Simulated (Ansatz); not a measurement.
Input and output for H2MgO2 (`[OH][Mg][OH]`).

```yaml
crystal:
  periodic: [false, false, false]
  atoms:
    - {symbol: O, position_ang: [-1.620126, -0.045601, -0.687723]}
    - {symbol: Mg, position_ang: [0.010179, -0.017511, -0.008649]}
    - {symbol: O, position_ang: [1.641143, 0.003188, 0.669112]}
    - {symbol: H, position_ang: [-2.565097, -0.111867, -0.662323]}
    - {symbol: H, position_ang: [2.583802, 0.098091, 0.648183]}
basis:
  gaussian: {orbitals: def2-SVP}
hamiltonian: {xc: {name: BLYP}, dispersion: d4}
```

```sh
$ ansatz run in.yaml --threads 4 --pin off --events-out ev --progress --plain --max-ram 10444MiB
```

It prints (some lines left out):

```
Functional definition: BLYP
581 factors; their error is unknown
mean field evaluation 1: about -9551.4761 eV, gradient 9.4e1 eV
mean field evaluation 2: about -9388.4181 eV, gradient 2.3e2 eV
mean field evaluation 4: about -9567.5550 eV, gradient 4.1e0 eV
mean field evaluation 8: about -9567.5983 eV, gradient 2.8e-2 eV
mean field -9567.57250315 eV, -351.6018043572 hartree, gradient 3.2e-5 eV, S^2 0.000000; 0 other end points of the search recorded, 0 dependent functions left out
reference -9567.57279236 eV, -351.6018149855 hartree; 15, 15 occupied and 41, 41 virtual orbitals, 581 factors
Total energy: -9567.67476162 eV, -351.6055622865 hartree
```

Hardware: 4 threads of an Arm Neoverse V1 on a shared host. Wall time 0.3 s, peak host memory 0.09 GiB.
